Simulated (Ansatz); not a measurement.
**BSiH₄ (doublet): the correlation ladder at a displaced geometry (v1), cc-pVDZ**

Aim: climb from Hartree-Fock through coupled cluster and multireference methods for BSiH₄ (doublet) at one geometry and basis, and see what each rung misses.

Computed with Ansatz 0.2.0, Gaussian basis. Level: cc-pVDZ, core rule «outside noble gas», up to 6 orbitals frozen.

Plan: UHF; CCSD(T) on ROHF; CCSD(T) on UHF; BCCD(T) on ROHF; CISD; CCSDT(Q) on ROHF; CCSDT(Q) on UHF; CASSCF and MRCISD+Q, 9 electrons in 9 orbitals; CASSCF and NEVPT2, 9 electrons in 9 orbitals.

16 further runs of the same task are left out: 4 that didn't finish, 12 set aside as unsound or not needed.

## 1. What is computed

The geometry is a PBE0/def2-TZVP stationary point (not a proven minimum) with its atoms shifted at random (size 0.040 Å).

6 atoms, charge 0, spin multiplicity 2.

Atoms are counted from 1 here; the program's logs count them from 0.

Bond lengths: Si1–B2 1.934 Å, Si1–H3 1.491 Å, Si1–H4 1.488 Å, B2–H5 1.242 Å, B2–H6 1.209 Å. Angles: B2–Si1–H3 122.6°, B2–Si1–H4 123.1°, H3–Si1–H4 114.3°, Si1–B2–H5 121.4°, Si1–B2–H6 121.3°, H5–B2–H6 116.9°.

## 2. UHF

Contents of in.yaml:

```yaml
crystal:
  periodic: [false, false, false]
  atoms:
    - {symbol: Si, position_ang: [0.003517, 0.003982, 0.569745]}
    - {symbol: B, position_ang: [0.002684, -0.012161, -1.363797]}
    - {symbol: H, position_ang: [0.050648, 1.265873, 1.362885]}
    - {symbol: H, position_ang: [-0.052129, -1.234389, 1.392687]}
    - {symbol: H, position_ang: [-0.094513, 1.037550, -2.020205]}
    - {symbol: H, position_ang: [-0.030803, -1.049541, -1.983021]}
basis:
  gaussian: {orbitals: cc-pVDZ}
magnetization: {spin_polarized: true, initial_magnetization: 1}
hamiltonian: {xc: hf}
output: {orbitals: {seedname: orbitals}}
```

Run with:

```bash
> ansatz run in.yaml --threads 1 --pin off --events-out ev --progress --plain --max-ram 2393MiB
```

After this run come: CCSD(T) on ROHF; CCSD(T) on UHF; BCCD(T) on ROHF; CISD; CCSDT(Q) on ROHF; CCSDT(Q) on UHF; CASSCF and MRCISD+Q, 9 electrons in 9 orbitals; CASSCF and NEVPT2, 9 electrons in 9 orbitals.

Before running them: what should the planned runs give, taken together? Wanted: UCCSDT(Q) below the RHF energy; RMP2 from UCCSDT(Q); UMP2 from UCCSDT(Q); RCCSD from UCCSDT(Q); RCCSD(T) from UCCSDT(Q); UCCSD(T) from UCCSDT(Q); RCCSDT(Q) from UCCSDT(Q); MRCISD+Q frontier from UCCSDT(Q); T1 diagnostic.

The runs gave:

```
                         quantity                                                                      value
   UCCSDT(Q) below the RHF energy                                                                 -6.1204 eV
              RMP2 from UCCSDT(Q)                                                                +1288.0 meV
              UMP2 from UCCSDT(Q)                                                                +1302.3 meV
             RCCSD from UCCSDT(Q)                                                                 +188.0 meV
          RCCSD(T) from UCCSDT(Q)                                                                  +37.3 meV
          UCCSD(T) from UCCSDT(Q)                                                                  +37.6 meV
         RCCSDT(Q) from UCCSDT(Q)                                                                   +0.3 meV
 MRCISD+Q frontier from UCCSDT(Q)                                                                  +33.9 meV
levels within 1 kcal/mol (43 meV)  RCCSD(T), UCCSD(T), BCCD(T), RCCSDT, UCCSDT, RCCSDT(Q), MRCISD+Q frontier
                    T1 diagnostic                                                                      0.016
```

RCCSD(T) misses by +37.3 meV, 0.6 % of the correlation energy. These misses are within one basis, not against nature; the frozen cores of restricted and unrestricted runs differ, which can shift their rows.
